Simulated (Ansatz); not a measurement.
C3H2F2O can be A, `C=C1OC1(F)F`, or B, `O=C/C(F)=C/F`.

Program: Ansatz. Geometries: PBE0-D4/def2-TZVP. ΔE: electronic, gas phase. CBS: MP2 limit from def2 TZ/QZ plus the TZ coupled-cluster correction, frozen cores. DFT in def2-TZVPP. B3LYP here is the variant with VWN-RPA as its local correlation; programs differ in this. One conformer a species, not always the lowest.

Q: Which isomer does CCSD(T)/CBS put lower? Give the gap. (An estimate is asked.)

A: The calculation gave: B, by 62.6 kJ/mol.

Q: Give E(B) − E(A) in kJ/mol with PBE0-D4, B3LYP-D4, CCSD/def2-TZVPP, HF/def2-TZVPP, ωB97M-V, MP2/def2-TZVPP, r2SCAN-D4. (An estimate is asked.)

A: Ansatz gave: PBE0-D4 -51.1, B3LYP-D4 -73.6, CCSD/def2-TZVPP -62.4, HF/def2-TZVPP -81.5, ωB97M-V -56.6, MP2/def2-TZVPP -55.3, r2SCAN-D4 -54.4. None reverses the order clearly.

Largest T1 diagnostic: 0.015.

From PBE to PBE0 (25 % exact exchange), in def2-TZVPP and without D4, E(B) − E(A) moves by +4.4 kJ/mol. In def2-TZVPP, CCSD(T) changes the Hartree–Fock value by +19.9 kJ/mol (the triples alone add +0.8 kJ/mol) and MP2 by +26.2 kJ/mol.
